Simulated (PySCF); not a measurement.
Screening by computed properties: pick the candidate that meets the target.

All species are isolated and taken at one optimised geometry, non-relativistic unless stated; the electronic structure was computed with PySCF and density fitting.

The conformers computed, where there is a choice (atom-mapped SMILES and torsion angles):
- `[F:1][C:2]([F:3])([F:4])[CH:5]=[C:6]1[CH:7]=[CH:8]1`: F1–C2–C5–C6 -119°
- `[O:1]=[C:2]1[O:3][CH2:4][C@@H:5]1[CH:6]([F:7])[F:8]`: C4–C5–C6–F7 -43°

(1) Wanted: dipole moment above 4 D (CAM-B3LYP/def2-SVPD) and HOMO–LUMO gap above 8 eV (CAM-B3LYP/def2-SVPD), at PBE0-D3(BJ)/def2-SVP geometries. Which candidate meets both?
A. `FC(F)(F)C=C1C=C1`
B. `c1cnc2ncccc2c1`
C. `c1ccc2cnncc2c1`
D. `O=C1OC[C@@H]1C(F)F`

(2) Wanted: lowest singlet excitation between 4.5 eV and 5.4 eV (TDDFT CAM-B3LYP/def2-SVPD) and electronic spatial extent ⟨r²⟩ about the centre of nuclear charge below 1220 bohr² (CAM-B3LYP/def2-SVPD), at PBE0-D3(BJ)/def2-SVP geometries. Which candidate meets both?
A. `O=C1OC[C@@H]1C(F)F`
B. `c1ccc2cnncc2c1`
C. `FC(F)(F)C=C1C=C1`
D. `c1cnc2ncccc2c1`

Results:

(1) A. Computed values:
```
           species  dipole moment  HOMO–LUMO gap
O=C1OC[C@@H]1C(F)F         3.32 D       10.82 eV
    c1cnc2ncccc2c1         4.35 D        7.71 eV
  FC(F)(F)C=C1C=C1         4.97 D        8.11 eV
    c1ccc2cnncc2c1         5.30 D        7.30 eV
```

(2) C. Computed values:
```csv
species,lowest singlet excitation,electronic spatial extent ⟨r²⟩ about the centre of nuclear charge
c1ccc2cnncc2c1,3.77 eV,1235 bohr²
c1cnc2ncccc2c1,4.11 eV,1210 bohr²
FC(F)(F)C=C1C=C1,4.84 eV,942 bohr²
O=C1OC[C@@H]1C(F)F,5.97 eV,863 bohr²
```
